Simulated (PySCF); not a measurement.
Computed IR spectrum (relative IR intensity) of a molecule C5H5N. Coordinates come from a ωB97X-D3(BJ)/def2-SVP optimisation. Other conformers were not sampled. Level of theory: ωB97X-D3(BJ)/def2-SVP (PySCF 2.14.0). Harmonic, unscaled wavenumbers; measured fundamentals usually lie a few per cent lower.

```csv
ν (cm⁻¹),relative intensity
428,6.8
614,8.8
727,100
778,12
1026,20
1068,4.4
1104,12
1159,4.9
1249,7.9
1495,56
1535,8.4
1690,30
1692,51
3184,51
3187,12
3215,8.2
3232,25
3239,5.0
```

Task: Identify the compound among the candidates.
(A) C=C/C=C/C#N
(B) CC=C=CC#N
(C) N#C[C@H]1C=CC1
(D) c1ccncc1

Result: D, c1ccncc1
